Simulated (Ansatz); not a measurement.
We consider wurtzite MgTe, described by rVV10 (Ansatz, a first-principles code, PAW).

Run with plane-wave cutoff 520 eV, 12×12×6 k mesh (along the axes of the cell as run), Fermi–Dirac smearing 0.01 eV, scalar-relativistic PAW data made under PBE.

On both sides of the equilibrium volume: at 33.679 Å³/atom the pressure is 0.74 GPa and the direct gap at Γ 2.289 eV; at 35.053 Å³/atom they are -0.66 GPa and 2.104 eV. The fitted bulk modulus is 34.9 GPa.

**Question.** Work out the volume deformation potential of this gap and its pressure coefficient, in two ways.

**Answer.** a_V = dE_g/d ln V = (2.104 − 2.289)/ln(35.053/33.679) = -4.63 eV. Since dP = −B d ln V, dE_g/dP = −a_V/B = 133 meV/GPa. Straight from the pressures: (2.289 − 2.104)/(0.74 − (-0.66)) = 132 meV/GPa. At this level and over this range the gap at Γ widens under pressure.

Spin–orbit coupling is not included; with these elements it can move the gap by several tenths of an eV or more.

Note: the bulk modulus comes from volumes at which shape and atoms were relaxed.
